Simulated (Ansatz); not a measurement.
# How far a parabola holds: energy against volume of fcc Ag

fcc Ag was calculated with r²SCAN (PAW; Ansatz, a first-principles code). Run with plane-wave cutoff 560 eV, 24×24×24 k mesh, Fermi–Dirac smearing 0.05 eV, no spin polarisation, scalar-relativistic PAW data made under PBE. The cell has no free parameter but its volume, all volumes share cutoff and mesh, and the runs aren't spin-polarised. Energies are free energies at the run's smearing, counted from the lowest row; static lattice.

| V (Å³/atom) | E (meV/atom) |
|---|---|
| 16.590 | 9.71 |
| 16.935 | 2.30 |
| 17.281 | 0.00 |
| 17.626 | 2.18 |
| 17.972 | 8.27 |
| 18.318 | ? |

The 5 complete rows are fitted with a parabola, E against V. With u = V - 17.3, the rows have u = -0.7100, -0.3650, -0.0190, 0.3260, 0.6720. Least squares gives E = -0.015 - 0.1487·u + 18.8366·u². Residuals (row less fit): 0.124, -0.249, 0.005, 0.242, -0.121; standard error 0.274 (degrees of freedom: 2). The fitted curve has its minimum at V = 17.3, where E = -0.02. Its curvature is d²E/dV² = 2 × 18.8366 meV/Å⁶, so B = V0·d²E/dV² × 0.1602 = 104 GPa.

Task: What does the fit predict for E at V = 18.318, and how far is the calculated value from it?

Result: u = 1.0180, so E = -0.015 - 0.1487 × 1.0180 + 18.8366 × 1.0180² = 19.354 meV/atom. The calculation gives 17.79 meV/atom, 1.564 meV/atom below the prediction (8.8 % of the range of E in the table). The row lies outside the fitted rows, so this is an extrapolation. From the scatter of the fitted rows alone, a prediction at this place has a standard error of 0.650 meV/atom, so the miss is 2.4 times that.

The residuals are curvature that a parabola lacks, not noise. A solid that stiffens under compression and softens on expansion lies above the parabola at the compressed end and under it at the expanded end, as this row does. A third-order Birch-Murnaghan fit to the whole scan has B0 = 104 GPa. Only scans are tabulated whose curvature falls smoothly with volume, and where the parabola meets the shown rows within 5 % of their range and misses the end by 0.1 meV or more.

Measured, for comparison: bulk modulus 110 GPa (corrected for temperature and zero-point phonon effects, sources range from 104 to 111; as tabulated in Levämäki et al. (2014), arXiv:1402.3671). Computed less measured: bulk modulus -5 % (+0.0 % to -6 % over the range).
